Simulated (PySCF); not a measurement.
# P: ionisation energy

P [Ne] 3s2 3p3 (4S) → P⁺ [Ne] 3s2 3p2 (3P), as a difference of total energies. Computed with PySCF 2.14 in aug-cc-pCVTZ-DK with one added diffuse shell each of s, p, d, f type (9s8p6d4f, 91 functions), with the spin-free X2C one-electron Hamiltonian (Gaussian nucleus). Correlated levels: valence: [Ne] frozen; valence and next inner shell: 1s2 frozen; nothing frozen. The calculations carry no spin-orbit coupling.

| method | ionisation energy (eV) |
| --- | --- |
| UHF | 9.896 |
| LDA | 10.568 |
| PBE | 10.481 |
| PBE0 | 10.520 |
| r2SCAN | 10.625 |
| LC-wPBE | 10.592 |
| PW91 | 10.518 |
| M06-L | 10.532 |
| MP2 (valence) | 10.483 |
| MP2 (valence and next inner shell) | 10.492 |
| SCS-MP2 (valence and next inner shell) | 10.313 |
| MP2 (all electrons) | 10.494 |
| SCS-MP2 (all electrons) | 10.315 |

Question: Estimate what TPSS gives.

Answer: 10.488 eV, closest to MP2 (valence and next inner shell) among the rows shown.

Question: Estimate what SCS-MP2 (valence) gives.

Answer: 10.303 eV, closest to SCS-MP2 (valence and next inner shell) among the rows shown.

Errors of the correlated levels include the incompleteness of this basis and the frozen core.

For comparison: 10.526 eV (measured; NIST levels, between the centres of gravity of the two terms).
